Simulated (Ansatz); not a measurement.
Cost against result

The pair of H2S (SMILES S, atoms 1–3) and CH5N (SMILES CN, atoms 4–10), both closed shells, in one local arrangement (a lower one may exist), relaxed at PBE0-D4/def2-TZVP:

S1  (0.057, -0.421, -2.727)
H2  (-1.034, 0.322, -2.961)
H3  (0.236, 0.111, -1.481)
C4  (-0.139, -0.491, 1.194)
N5  (0.429, 0.637, 0.470)
H6  (-0.107, -0.398, 2.287)
H7  (0.393, -1.403, 0.914)
H8  (-1.180, -0.625, 0.893)
H9  (1.402, 0.772, 0.713)
H10  (-0.056, 1.496, 0.698)
(Å)

Interaction energies are counterpoise-corrected; the time is that of the whole pair.

Computed with Ansatz 0.2.0 (basis: as named in each row); correlated methods freeze the cores. B3LYP uses VWN-RPA correlation. Extrapolation: Hartree–Fock as exp(−7.88 √X), correlation as X^−2.97.

Times are rough, for one single point on 4 threads of a shared host (Intel Xeon Platinum 8488C).

The estimate by CCSD(T) at an estimated basis limit (MP2 extrapolated from triple and quadruple zeta, plus CCSD(T) − MP2 in triple zeta) is -0.179 eV.

```csv
method,basis,time (s),interaction energy (eV),method less estimate
HF,STO-3G,under 1,0.087,0.266
PBE-D4,STO-3G,under 1,-0.189,-0.010
SPW92,def2-SVP,under 1,-0.388,-0.209
B3LYP-D4,6-31G,under 1,-0.344,-0.165
PBE-D4,def2-SVP,under 1,-0.274,-0.096
PBE0-D4,def2-SVP,under 1,-0.257,-0.079
CCSD(T),def2-SVP,under 1,-0.093,0.085
PBE-D4,def2-TZVPPD,1,-0.247,-0.068
revPBE-D4,def2-TZVPPD,1,-0.220,-0.041
BLYP-D4,def2-TZVPPD,1,-0.207,-0.028
wB97M-V,def2-SVP,1,-0.192,-0.013
PBE0-D4,def2-TZVPPD,2,-0.226,-0.047
B3LYP-D4,def2-TZVPPD,2,-0.202,-0.023
HSE06-D4,def2-TZVPPD,2,-0.225,-0.047
r2SCAN-D4,def2-TZVPPD,2,-0.217,-0.038
B2PLYP,def2-TZVPPD,3,-0.149,0.030
wB97X-V,def2-TZVPPD,3,-0.178,0.001
B97M-V,def2-TZVPPD,4,-0.188,-0.009
wB97M-V,def2-TZVPPD,4,-0.171,0.008
MP2,def2-QZVPPD,11,-0.193,-0.015
CCSD(T),def2-TZVPPD,38,-0.156,0.023
```

T1 diagnostic: at most 0.011.
